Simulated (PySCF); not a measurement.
SiCl2 (singlet state).
SMILES: `Cl[Si]Cl`

The closed-shell ground state was solved at several levels (PySCF, density fitting, gas phase, non-relativistic). Geometry: PBE0-D3(BJ)/def2-SVP; no solvent, vibrations or thermal averaging.

```
              level  basis functions  HOMO (eV)  LUMO (eV)  gap (eV)  dipole (D)
       B3LYP/6-31G*               54      -7.68      -3.18      4.50        1.30
      PBE0/pcSseg-1               72      -7.95      -3.11      4.84        1.27
     PBE0/def2-SVPD               78      -7.93      -3.03      4.90        1.03
CAM-B3LYP/def2-SVPD               78      -9.18      -1.91      7.27        1.15
      PBE/def2-SVPD               78      -6.84      -3.80      3.04        0.92
        PBE0/6-31G*               54      -7.92      -3.08      4.84        1.29
      LDA/def2-SVPD               78      -6.93      -3.95      2.98        0.94
```

Q: What might HF/def2-SVPD (78 basis functions) give for the same quantities?

A: HOMO -10.34 eV, LUMO 0.19 eV, gap 10.53 eV, dipole 1.18 D.

Q: Over all these levels, which gives the widest orbital gap and which the narrowest?

A: HF/def2-SVPD (Hartree–Fock, all exact exchange) has the widest, 10.53 eV, and LDA/def2-SVPD (LDA) the narrowest, 2.98 eV. The two share the basis. From the narrowest to the widest the HOMO moves by -3.41 eV and the LUMO by +4.14 eV. The HOMO need not be the same orbital at Hartree–Fock and at DFT levels.

Q: How much does the basis alone move the frontier levels among the 3 PBE0 rows?

A: The HOMO by 0.03 eV and the LUMO by 0.08 eV. By rising basis size (HOMO, LUMO in eV): 6-31G* -7.92, -3.08; pcSseg-1 -7.95, -3.11; def2-SVPD -7.93, -3.03.

Q: In the def2-SVPD basis, how does the gap go with the fixed share of exact exchange?

A: LDA (0 %) 2.98 eV; PBE (0 %) 3.04 eV; PBE0 (25 %) 4.90 eV; HF (100 %) 10.53 eV. Each rise in the share widens the gap here.

Q: How far do the dipole and the HOMO energy spread over the levels?

A: The dipole runs from 0.92 to 1.30 D (mean 1.14 D) and the HOMO from -10.34 to -6.84 eV.
